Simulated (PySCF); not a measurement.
C₄H₆S.
Cartesian coordinates in Å at the PBE0-D3(BJ)/def2-SVP level; atoms count from 1:
```
atom  x, y, z in Å
S1     0.430    1.948    0.882
C2     0.153    0.307    0.323
C3     0.954   -0.537   -0.621
C4    -0.442   -0.133   -0.955
C5    -1.102   -0.514    0.327
H6     0.985    1.634    2.076
H7     1.167   -1.584   -0.357
H8     1.760   -0.024   -1.157
H9    -0.820    0.457   -1.788
H10   -1.060   -1.559    0.670
H11   -2.022    0.021    0.587
```

Computed, not measured: EOM-IP-CCSD/aug-cc-pVDZ in PySCF, restricted Hartree–Fock reference, 9 core orbitals frozen, non-relativistic, gas phase, PBE0-D3(BJ)/def2-SVP geometry.

Hartree–Fock orbital energies give these Koopmans values (eV): HOMO 9.68, HOMO-1 9.95, HOMO-2 12.12, HOMO-3 12.74, HOMO-4 14.19, HOMO-5 14.57, HOMO-6 15.72, HOMO-7 16.43.

Q: What vertical ionisation energies does EOM-IP-CCSD give?

A: 
```json
{"leading hole (HF orbital)": "HOMO", "Koopmans (eV)": "9.68", "EOM-IP-CCSD (eV)": "9.07", "change (eV)": "-0.61", "one-hole share": "0.96"}
{"leading hole (HF orbital)": "HOMO-1", "Koopmans (eV)": "9.95", "EOM-IP-CCSD (eV)": "9.31", "change (eV)": "-0.64", "one-hole share": "0.96"}
{"leading hole (HF orbital)": "HOMO-2", "Koopmans (eV)": "12.12", "EOM-IP-CCSD (eV)": "11.25", "change (eV)": "-0.87", "one-hole share": "0.95"}
{"leading hole (HF orbital)": "HOMO-3", "Koopmans (eV)": "12.74", "EOM-IP-CCSD (eV)": "11.78", "change (eV)": "-0.96", "one-hole share": "0.95"}
{"leading hole (HF orbital)": "HOMO-4", "Koopmans (eV)": "14.19", "EOM-IP-CCSD (eV)": "13.06", "change (eV)": "-1.13", "one-hole share": "0.96"}
{"leading hole (HF orbital)": "HOMO-5", "Koopmans (eV)": "14.57", "EOM-IP-CCSD (eV)": "13.51", "change (eV)": "-1.06", "one-hole share": "0.94"}
{"leading hole (HF orbital)": "HOMO-6", "Koopmans (eV)": "15.72", "EOM-IP-CCSD (eV)": "14.50", "change (eV)": "-1.22", "one-hole share": "0.95"}
{"leading hole (HF orbital)": "HOMO-7", "Koopmans (eV)": "16.43", "EOM-IP-CCSD (eV)": "15.07", "change (eV)": "-1.36", "one-hole share": "0.95"}
```

Q: Does the order of the lines follow the orbital energies?

A: Yes, no two lines change places. The corrections run from -1.36 to -0.61 eV, with a mean of -0.98 eV over the 8 lines; no line lies above its Koopmans value.

Q: At what kinetic energies would He I light (21.22 eV) eject these electrons?

A: 12.15 eV (HOMO), 11.91 eV (HOMO-1), 9.97 eV (HOMO-2), 9.44 eV (HOMO-3), 8.16 eV (HOMO-4), 7.71 eV (HOMO-5), 6.72 eV (HOMO-6), 6.15 eV (HOMO-7).

One root was sought for each valence orbital with −ε under 21 eV, eight at most, so deeper holes and satellites are missing; no vibrational structure.

One conformer stands for the species.
